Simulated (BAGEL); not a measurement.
# CH6BSi (SMILES C[B][SiH3]): UHF/STO-3G (density fitting with qzvpp-jkfit)

Aim: the vertical ionisation energy of CH6BSi at UHF/STO-3G (density fitting with qzvpp-jkfit), from 2 runs. 

The results are computed with BAGEL 1.2.2.

### 1 The system as given

The species is CH6BSi (9 atoms), meant as a doublet with charge 0. As SMILES, `C[B][SiH3]`. Geometry: relaxed at PBE0-D4/def2-TZVP.

Bond lengths: C1–B2 1.531 Å, B2–Si3 1.979 Å, C1–H4 1.096 Å, C1–H5 1.093 Å, C1–H6 1.104 Å, Si3–H7 1.490 Å, Si3–H8 1.497 Å, Si3–H9 1.491 Å. Some angles: C1–B2–Si3 143.4°, B2–C1–H4 114.7°, B2–C1–H5 115.4°, B2–C1–H6 103.7°, B2–Si3–H7 107.8°, B2–Si3–H8 118.1°, B2–Si3–H9 107.4°, H4–C1–H5 109.7°, H4–C1–H6 105.9°, H5–C1–H6 106.4°.

### 2 The energy at UHF/STO-3G (density fitting with qzvpp-jkfit)

hf.json

```json
{ "bagel" : [

{
  "title" : "molecule",
  "basis" : "sto-3g",
  "df_basis" : "qzvpp-jkfit",
  "angstrom" : "true",
  "geometry" : [
    { "atom" : "C", "xyz" : [   -0.713700,    1.080700,   -1.086300 ] },
    { "atom" : "B", "xyz" : [    0.356600,    0.485400,   -0.168100 ] },
    { "atom" : "Si", "xyz" : [    0.763500,   -1.054100,    1.006500 ] },
    { "atom" : "H", "xyz" : [   -1.311200,    0.342200,   -1.632900 ] },
    { "atom" : "H", "xyz" : [   -0.363800,    1.854200,   -1.774600 ] },
    { "atom" : "H", "xyz" : [   -1.410300,    1.576900,   -0.388300 ] },
    { "atom" : "H", "xyz" : [    2.079200,   -1.612300,    0.585100 ] },
    { "atom" : "H", "xyz" : [   -0.212500,   -2.188100,    1.046100 ] },
    { "atom" : "H", "xyz" : [    0.900700,   -0.531100,    2.395500 ] }
  ]
},
{ "title" : "uhf", "nopen" : 1 },
{ "title" : "print", "file" : "orbitals.molden", "orbitals" : "true" }

]}
```

Command:

```
$ BAGEL_NUM_THREADS=1 BAGEL hf.json > hf.out
```

The program printed:

```text
* using 1 threads per process

  ===============================================================
  ===============================================================

  *** Geometry ***

  { "atom" : "C", "xyz" : [     -1.348698,      2.042227,     -2.052809 ] },
  { "atom" : "B", "xyz" : [      0.673876,      0.917273,     -0.317663 ] },
  { "atom" : "Si", "xyz" : [      1.442806,     -1.991960,      1.902009 ] },
  { "atom" : "H", "xyz" : [     -2.477809,      0.646664,     -3.085734 ] },
  { "atom" : "H", "xyz" : [     -0.687482,      3.503930,     -3.353508 ] },
  { "atom" : "H", "xyz" : [     -2.665081,      2.979909,     -0.733781 ] },
  { "atom" : "H", "xyz" : [      3.929119,     -3.046805,      1.105679 ] },
  { "atom" : "H", "xyz" : [     -0.401567,     -4.134910,      1.976842 ] },
  { "atom" : "H", "xyz" : [      1.702076,     -1.003634,      4.526839 ] },

  Number of auxiliary basis functions:      386

  Since a DF basis is specified, we compute 2- and 3-index integrals:
    o Being stored without compression. Storage requirement is 0.002 GB

  Number of basis functions:       25
  Number of electrons      :       31

    * METHOD: MOLECULE                             0.08

  *** Open-shell HF ***

  === Nuclear Repulsion ===
    83.1511942010

      * DIIS with orbital gradients will be used.

  === UHF iteration (sto-3g) ===
      0       -350.73305820          0.01806644           0.01
      1       -350.77396924          0.00625134           0.01
      2       -350.77957358          0.00252790           0.01
      3       -350.78091747          0.00041150           0.01
      4       -350.78101977          0.00008692           0.01
      5       -350.78103528          0.00004113           0.01
      6       -350.78104122          0.00001868           0.01
      7       -350.78104167          0.00001481           0.01
      8       -350.78104187          0.00001151           0.01
      9       -350.78104200          0.00000756           0.01
     10       -350.78104208          0.00000256           0.01
     11       -350.78104211          0.00000106           0.01
     12       -350.78104212          0.00000060           0.01
     13       -350.78104212          0.00000024           0.01
     14       -350.78104212          0.00000010           0.01
     15       -350.78104212          0.00000006           0.01
     16       -350.78104212          0.00000005           0.01
     17       -350.78104212          0.00000004           0.01
     18       -350.78104212          0.00000003           0.01
     19       -350.78104212          0.00000002           0.01
     20       -350.78104212          0.00000001           0.01
     21       -350.78104212          0.00000000           0.01
    * SCF iteration converged.

    * S^2 (UHF) is 0.7552

    * Permanent dipole moment:
           (    0.145803,    -0.154395,     0.117851) a.u.

    * METHOD: UHF                                  0.25

    * METHOD: PRINT                                0.00

  ===============================================================
```

It took 0.5 s on 1 thread of AMD EPYC 9B14 (Zen 4), shared host.

### 3 The singlet cation, same level

calc.json

```json
{ "bagel" : [

{
  "title" : "molecule",
  "basis" : "sto-3g",
  "df_basis" : "qzvpp-jkfit",
  "angstrom" : true,
  "geometry" : [
    { "atom" : "C", "xyz" : [   -0.713700,    1.080700,   -1.086300 ] },
    { "atom" : "B", "xyz" : [    0.356600,    0.485400,   -0.168100 ] },
    { "atom" : "Si", "xyz" : [    0.763500,   -1.054100,    1.006500 ] },
    { "atom" : "H", "xyz" : [   -1.311200,    0.342200,   -1.632900 ] },
    { "atom" : "H", "xyz" : [   -0.363800,    1.854200,   -1.774600 ] },
    { "atom" : "H", "xyz" : [   -1.410300,    1.576900,   -0.388300 ] },
    { "atom" : "H", "xyz" : [    2.079200,   -1.612300,    0.585100 ] },
    { "atom" : "H", "xyz" : [   -0.212500,   -2.188100,    1.046100 ] },
    { "atom" : "H", "xyz" : [    0.900700,   -0.531100,    2.395500 ] }
  ]
},
{ "title" : "hf", "charge" : 1 },
{ "title" : "print", "file" : "orbitals.molden", "orbitals" : true }

]}
```

Command:

```
$ BAGEL_NUM_THREADS=1 BAGEL calc.json > calc.out
```

The program printed:

```text
* using 1 threads per process

  ===============================================================
  ===============================================================

  *** Geometry ***

  { "atom" : "C", "xyz" : [     -1.348698,      2.042227,     -2.052809 ] },
  { "atom" : "B", "xyz" : [      0.673876,      0.917273,     -0.317663 ] },
  { "atom" : "Si", "xyz" : [      1.442806,     -1.991960,      1.902009 ] },
  { "atom" : "H", "xyz" : [     -2.477809,      0.646664,     -3.085734 ] },
  { "atom" : "H", "xyz" : [     -0.687482,      3.503930,     -3.353508 ] },
  { "atom" : "H", "xyz" : [     -2.665081,      2.979909,     -0.733781 ] },
  { "atom" : "H", "xyz" : [      3.929119,     -3.046805,      1.105679 ] },
  { "atom" : "H", "xyz" : [     -0.401567,     -4.134910,      1.976842 ] },
  { "atom" : "H", "xyz" : [      1.702076,     -1.003634,      4.526839 ] },

  Number of auxiliary basis functions:      386

  Since a DF basis is specified, we compute 2- and 3-index integrals:
    o Being stored without compression. Storage requirement is 0.002 GB

  Number of basis functions:       25
  Number of electrons      :       31

    * METHOD: MOLECULE                             0.08

  *** RHF ***

  === Nuclear Repulsion ===
    83.1511942010

      * DIIS with orbital gradients will be used.

  === RHF iteration (sto-3g) ===
      0       -350.53190442          0.01554127           0.01
      1       -350.59991669          0.00307468           0.00
      2       -350.60262886          0.00088274           0.00
      3       -350.60290226          0.00015978           0.00
      4       -350.60290786          0.00003854           0.00
      5       -350.60290832          0.00000542           0.00
      6       -350.60290833          0.00000183           0.00
      7       -350.60290833          0.00000075           0.00
      8       -350.60290833          0.00000018           0.00
      9       -350.60290833          0.00000004           0.00
     10       -350.60290833          0.00000001           0.00
    * SCF iteration converged.

    * Permanent dipole moment:
           (    0.113733,    -0.966163,     0.615781) a.u.

    * METHOD: HF                                   0.10

    * METHOD: PRINT                                0.00

  ===============================================================
```

It took 0.36 s on 1 thread of AMD EPYC 9B14 (Zen 4), shared host.

### 4 Outcome

Level: UHF/STO-3G (density fitting with qzvpp-jkfit).

| quantity | value |
| --- | --- |
| doublet CH6BSi: total energy | -350.78104 Eh |
| doublet CH6BSi: dipole moment | 0.62 D |
| doublet CH6BSi: ⟨S²⟩ | 0.755 |
| singlet cation: total energy | -350.60291 Eh |
| singlet cation: HOMO energy | -16.76 eV |
| singlet cation: LUMO energy | -3.26 eV |
| singlet cation: HOMO–LUMO gap | 13.50 eV |
| vertical ionisation energy (to the singlet cation) | 4.847 eV |

In words: Removing an electron at fixed nuclei costs 4.85 eV (112 kcal/mol). In a minimal basis such a difference can be off by several eV, whatever the method.
